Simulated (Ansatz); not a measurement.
Cartesian coordinates (Å):
SMILES: C[O]
```xyz
5

C     -0.0333     0.0016    -0.0439
O      1.3032    -0.1612     0.1641
H     -0.2795     0.9189    -0.5971
H     -0.4744     0.1207     0.9658
H     -0.5160    -0.8800    -0.4890
```
Charge 0, spin multiplicity 2.

All values below come from frozen-core CCSD(T)/def2-TZVPP // B3LYP-D3(BJ)/def2-TZVP run with Ansatz (a program for electronic structure).

```json
{
 "HF energy": "-114.47085 Ha",
 "MP2 correlation energy": "-0.36698 Ha"
}
```

Question: Estimate the CCSD correlation energy, the (T) correction, the total energy and the T1 diagnostic.

Answer: 
```yaml
CCSD correlation energy: -0.39531 Ha
"(T) correction": -0.01259 Ha
CCSD(T) total energy: -114.87875 Ha
T1 diagnostic: 0.019
```
